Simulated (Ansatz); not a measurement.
**Si (diamond): energy against volume**

Method: Ansatz, DFT, BLYP, plane waves (420 eV) with PAW, scalar-relativistic. (PAW data from PBE, frozen cores regenerated.)

The cell is scaled uniformly from the relaxed one, with fractional coordinates and shape fixed. Energies are extrapolated to zero smearing, pressures are those at the given smearing. Magnetic state: spin not included.

A Birch-Murnaghan fit gives V₀ = 21.17 Å³/atom, B₀ = 78 GPa, B₀′ = 4.5.

Problem. What are the energy above the minimum and the pressure at 19.476 Å³/atom?

Solution. 38.5 meV/atom and 7.87 GPa as computed.

Problem. What are the energy above the minimum and the pressure at 20.322 Å³/atom?

Solution. 8.9 meV/atom and 3.51 GPa as computed.

Problem. What are the energy above the minimum and the pressure at 23.709 Å³/atom?

Solution. 60.2 meV/atom and -6.82 GPa as computed.
